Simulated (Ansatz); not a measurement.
Geometry optimisation, RKS r2SCANh-D4/def2-SVP in Ansatz.

input.yaml

```yaml
crystal:
  periodic: [false, false, false]
  atoms:
    - { symbol: Al, position_ang: [0.0, 0.0, 0.0] }
    - { symbol: H, position_ang: [0.0, 0.0, 1.56] }
    - { symbol: C, position_ang: [1.706, 0.0, -0.985] }
    - { symbol: H, position_ang: [2.0356, -1.0462, -1.1552] }
    - { symbol: H, position_ang: [1.5695, 0.508, -1.9624] }
    - { symbol: H, position_ang: [2.4756, 0.5381, -0.3932] }
    - { symbol: "N", position_ang: [-1.6627, 0.0, -0.96] }
    - { symbol: H, position_ang: [-2.3316, -0.8164, -0.8614] }
    - { symbol: H, position_ang: [-1.9118, 0.8164, -1.5886] }
basis:
  gaussian: { orbitals: def2-SVP }
hamiltonian:
  xc: r2scanh
  dispersion: d4
relax:
  f_tol: 0.02
  max_steps: 40
```

Run as:

```bash
$ ansatz run input.yaml --threads 1 --pin off --max-ram 2048MiB --backend cpu --events-out ev --progress --plain --runs-dir out
```

Where does it end, and by what steps?

The forces met the threshold. After 13 steps the energy has fallen by 0.738 eV; H8 moved furthest, 0.88 Å.

| step | energy less start (eV) | largest force component (eV/Å) | accepted |
| --- | --- | --- | --- |
| 0 | 0.0000 | 1.961 | yes |
| 1 | -0.3831 | 1.165 | yes |
| 2 | -0.5781 | 1.145 | yes |
| 3 | -0.6764 | 0.348 | yes |
| 4 | -0.7234 | 0.248 | yes |
| 5 | -0.7342 | 0.063 | yes |
| 6 | -0.7222 | 0.301 | no |
| 7 | -0.7365 | 0.043 | yes |
| 8 | -0.7369 | 0.032 | yes |
| 9 | -0.7373 | 0.035 | yes |
| 10 | -0.7377 | 0.063 | yes |
| 11 | -0.7380 | 0.042 | yes |
| 12 | -0.7382 | 0.020 | yes |
| 13 | -0.7383 | 0.001 | yes |

```xyz
9
Properties=species:S:1:pos:R:3
Al -0.025 -0.160 -0.047
H -0.117 -0.544 1.491
C 1.664 0.064 -0.998
H 2.243 -0.874 -1.007
H 1.536 0.380 -2.044
H 2.306 0.812 -0.504
N -1.568 0.060 -0.895
H -2.482 -0.043 -0.470
H -1.678 0.305 -1.872
```

Whether the end is a true minimum wasn't checked by a vibrational analysis.

The run took 53 s on 1 thread of Arm Neoverse V1, on a shared host, peak memory 0.15 GiB.
